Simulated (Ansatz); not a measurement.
Reaction (SMILES): ClB(Cl)Cl → Cl[B]Cl + Cl atom
B3LYP-D3(BJ)/def2-TZVP geometries, fixed; electronic energies without zero-point terms.

Basis-set convergence of the bond dissociation energy at CCSD(T) with Ansatz (a program for electronic structure). Cartesian d functions, on some or all atoms, in 6-31G**; all else is spherical. Cores are frozen. Open shells are unrestricted. No added dispersion term, no relativity. Functions are those of the species that has most. Reference: Hartree-Fock in cc-pV(Q+d)Z plus the correlation part extrapolated as X^-3 from cc-pV(T+d)Z and cc-pV(Q+d)Z, 120.58 kcal/mol, itself unsure by roughly 0.62 kcal/mol (a third of the extrapolation step and of the last Hartree-Fock step).

```json
[
 {"basis": "3-21G", "functions": "48", "bond dissociation energy (kcal/mol)": "96.15"},
 {"basis": "def2-SVP", "functions": "68", "bond dissociation energy (kcal/mol)": "?"},
 {"basis": "6-31G**", "functions": "72", "bond dissociation energy (kcal/mol)": "114.26"},
 {"basis": "def2-SVPD", "functions": "101", "bond dissociation energy (kcal/mol)": "114.27"},
 {"basis": "aug-pcseg-1", "functions": "104", "bond dissociation energy (kcal/mol)": "?"},
 {"basis": "aug-cc-pV(D+d)Z", "functions": "119", "bond dissociation energy (kcal/mol)": "113.46"},
 {"basis": "def2-TZVPP", "functions": "157", "bond dissociation energy (kcal/mol)": "117.11"},
 {"basis": "jun-cc-pV(T+d)Z", "functions": "183", "bond dissociation energy (kcal/mol)": "117.11"},
 {"basis": "def2-TZVPPD", "functions": "190", "bond dissociation energy (kcal/mol)": "?"},
 {"basis": "aug-cc-pV(T+d)Z", "functions": "211", "bond dissociation energy (kcal/mol)": "?"},
 {"basis": "cc-pV(Q+d)Z", "functions": "247", "bond dissociation energy (kcal/mol)": "118.92"},
 {"basis": "pcseg-3", "functions": "252", "bond dissociation energy (kcal/mol)": "118.81"},
 {"basis": "def2-QZVPPD", "functions": "300", "bond dissociation energy (kcal/mol)": "118.90"}
]
```

### Question
Some entries are withheld; supply them.

### Answer

- def2-SVP, bond dissociation energy (kcal/mol): 115.52
- aug-pcseg-1, bond dissociation energy (kcal/mol): 112.75
- def2-TZVPPD, bond dissociation energy (kcal/mol): 117.15
- aug-cc-pV(T+d)Z, bond dissociation energy (kcal/mol): 117.35
